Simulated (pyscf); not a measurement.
Single points on ωB97X-D3(BJ)/def2-SVP structures (PySCF, gas phase). MP2 and CC: frozen core, UHF for open shells. ΔMP2 is the change of the MP2 total energy from the triple- to the quadruple-zeta basis.

Task: Estimate the classical barrier height and the reaction energy of •C≡CH + H₂O -> HC≡C–OH + H• at CCSD(T)/def2-TZVPP + ΔMP2(QZVPP). The step runs on the doublet surface, breaks H–O and forms C–O; take the separated reactants as zero.

Result: ΔE‡ = 30.5 kcal/mol, ΔE = -1.4 kcal/mol. Zero-point energy shifts the barrier by -2.1 kcal/mol. It is a substitution at O, with an imaginary mode of 1976i cm⁻¹. On the reactant side the descent ends in a complex, 6.4 kcal/mol under the separated species and 31.5 kcal/mol under the saddle at ωB97X-D3(BJ)/def2-TZVP. At ωB97X-D3(BJ) the barrier from the zero used here is 25.1 kcal/mol. The same reactants have a lower exit, to H₂C=C•–OH (barrier +17.5 kcal/mol at ωB97M-D3(BJ), against +23.5 kcal/mol here). HC≡C–OH lies 36.7 kcal/mol over its isomer H₂C=C=O, and others may lie lower still (electronic energy, ωB97M-D3(BJ)). This is the saddle that the search found; another between the same sides may lie lower. The angle at the attacked O is 122°. The CCSD(T) − MP2 part came from Ansatz, without density fitting, on the same reference. An open-shell T1 diagnostic exceeds 0.045. A UHF reference is spin-contaminated (<S²> up to 1.15), which harms MP2 most. C₂H has a Π state close over its Σ ground state, and the state reached was not checked.
